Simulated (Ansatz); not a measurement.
# BH₄+ (triplet): wave-function methods side by side at distance B1–H5 = 3.341 Å, cc-pVDZ

How much of the correlation energy of BH₄+ (triplet) does each wave-function method recover here?

Program: Ansatz 0.2.0, Gaussian basis. Level of theory: cc-pVDZ, core rule «outside noble gas», up to 1 orbitals frozen. These are calculated values, not measurements.

The runs, in order: UHF; CCSD(T) on ROHF; CCSD(T) on UHF; BCCD(T) on ROHF; CISD; CCSDT(Q) on ROHF; CCSDT(Q) on UHF; CASSCF and MRCISD+Q, 4 electrons in 4 orbitals; CASSCF and NEVPT2, 4 electrons in 4 orbitals; CASSCF and MRCISD+Q, 6 electrons in 8 orbitals; CASSCF and NEVPT2, 6 electrons in 8 orbitals; Full CI.

17 further runs of the same task are left out: 12 that didn't finish, 5 set aside as unsound or not needed.

### Step 1. The system

The geometry derives from a PBE0/def2-TZVP stationary point (not a proven minimum). One bond is set to the value named and the two fragments are kept rigid.

5 atoms, charge 1, spin multiplicity 3.

Atoms are counted from 1 here; the program's logs count them from 0.

Bond lengths: B1–H2 1.256 Å, B1–H3 1.256 Å, B1–H4 1.256 Å. Angles: H2–B1–H3 65.3°, H2–B1–H4 135.2°, H3–B1–H4 135.2°.

### Step 2. UHF

in.yaml reads:

```yaml
crystal:
  periodic: [false, false, false]
  atoms:
    - {symbol: B, position_ang: [-0.054697, 0.054876, 0.118505]}
    - {symbol: H, position_ang: [0.417777, 0.541171, 1.175809]}
    - {symbol: H, position_ang: [-0.540488, -0.416008, 1.176750]}
    - {symbol: H, position_ang: [-0.526610, 0.526278, -0.945772]}
    - {symbol: H, position_ang: [1.235997, -1.240032, -2.677850]}
basis:
  gaussian: {orbitals: cc-pVDZ}
total_charge: 1
magnetization: {spin_polarized: true, initial_magnetization: 2}
hamiltonian: {xc: hf}
output: {orbitals: {seedname: orbitals}}
```

Started as:

```
$ ansatz run in.yaml --threads 1 --pin off --events-out ev --progress --plain --max-ram 2393MiB
```

The runs that follow: CCSD(T) on ROHF; CCSD(T) on UHF; BCCD(T) on ROHF; CISD; CCSDT(Q) on ROHF; CCSDT(Q) on UHF; CASSCF and MRCISD+Q, 4 electrons in 4 orbitals; CASSCF and NEVPT2, 4 electrons in 4 orbitals; CASSCF and MRCISD+Q, 6 electrons in 8 orbitals; CASSCF and NEVPT2, 6 electrons in 8 orbitals; Full CI.

Before running them: what should the planned runs give, taken together? Wanted: FCI below the RHF energy; RMP2 from FCI; UMP2 from FCI; RCCSD from FCI; RCCSD(T) from FCI; UCCSD(T) from FCI; RCCSDT(Q) from FCI; UCCSDT(Q) from FCI; NEVPT2 pair from FCI.

As calculated:

| quantity | value |
| --- | --- |
| FCI below the RHF energy | -2.6494 eV |
| RMP2 from FCI | +14.58 kcal/mol |
| UMP2 from FCI | +14.69 kcal/mol |
| RCCSD from FCI | +1.19 kcal/mol |
| RCCSD(T) from FCI | +0.29 kcal/mol |
| UCCSD(T) from FCI | +0.28 kcal/mol |
| RCCSDT(Q) from FCI | 0.00 kcal/mol |
| UCCSDT(Q) from FCI | 0.00 kcal/mol |
| NEVPT2 pair from FCI | +13.43 kcal/mol |
| MRCISD+Q pair from FCI | -0.34 kcal/mol |
| NEVPT2 valence from FCI | +8.47 kcal/mol |
| levels within 1 kcal/mol (43 meV) | RCCSD(T), UCCSD(T), BCCD(T), RCCSDT, UCCSDT, RCCSDT(Q), UCCSDT(Q), MRCISD+Q pair, MRCISD valence, MRCISD+Q valence |
| T1 diagnostic | 0.016 |
| effectively unpaired electrons | 2.02 |

What this shows: RCCSD(T) misses by +0.29 kcal/mol, 0.5 % of the correlation energy. MRCISD+Q pair falls below full CI: the +Q correction isn't variational, and the cores differ from full CI's. One determinant dominates. Of the multireference levels listed MRCISD+Q valence comes nearest in total energy (+0.23 kcal/mol), which doesn't show that its space is the better one. These misses are within one basis, not against nature; the frozen cores of restricted and unrestricted runs differ, which can shift their rows.
